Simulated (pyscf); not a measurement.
Single points on ωB97X-D3(BJ)/def2-SVP structures (PySCF, gas phase). Singlets are restricted, triplets unrestricted.

Singlet (Å):
```xyz
12

C     -0.2420    -2.5369    -0.9179
C     -0.0378    -1.5545     0.1641
C     -0.1055    -0.1677    -0.3230
C     -0.4268     0.9194     0.6990
H      0.2660    -3.5001    -0.7558
H     -0.1287    -2.1876    -1.9655
H     -1.3239    -2.7484    -0.7609
H      0.9772    -0.1097    -0.6045
H     -0.6481    -0.0235    -1.2837
H      0.1779     0.7800     1.6072
H     -1.4871     0.8679     0.9929
H     -0.2382     1.9259     0.2932
```

Triplet (Å):
```xyz
12

C      1.2169    -0.1356     0.9446
C      0.7066     0.2218    -0.3919
C     -0.2219     1.2712    -0.8649
C     -1.6426     1.1514    -0.2838
H      1.9474    -0.9596     0.8879
H      1.7263     0.7216     1.4309
H      0.4072    -0.4657     1.6270
H     -0.2732     1.2428    -1.9678
H      0.1916     2.2712    -0.6122
H     -2.2900     1.9610    -0.6572
H     -1.6274     1.2128     0.8164
H     -2.0999     0.1890    -0.5615
```

### Question
For these two minima of H₃C–C:–CH₂–CH₃, which spin state lies lower at ωB97X-D3(BJ)/def2-TZVP, and by how much (electronic energies)?

### Answer
The singlet, by 14.8 kJ/mol. r²SCAN, PBE0-D3(BJ) put the other state lower. Zero-point energy shifts E(triplet) − E(singlet) by +2.4 kJ/mol. The 7 functionals that were run give -24.5 (r²SCAN) to +22.9 kJ/mol (ωB97M-D3(BJ)). H₃C–C:–CH₂–CH₃ [singlet] lies 291.0 kJ/mol over its isomer H₂C=C(CH₃)–CH₃, and others may lie lower still (electronic energy, ωB97M-D3(BJ)). 

E(triplet) − E(singlet) by level (kJ/mol):

```
level                     gap
----------------------  -----
ωB97X-D3(BJ)/def2-TZVP  +14.8
PBE/def2-TZVP            +0.6
r²SCAN/def2-TZVP        -24.5
B3LYP-D3(BJ)/def2-TZVP   +6.5
PBE0-D3(BJ)/def2-TZVP   -11.3
M06-2X/def2-TZVP         +0.1
ωB97M-D3(BJ)/def2-TZVP  +22.9
HF/def2-TZVP            -73.7
```

The triplet is the lowest one reached from the SCF start used. A restricted singlet here is unstable towards spin polarisation, as is usual where a triplet lies low; its energy is less safe.
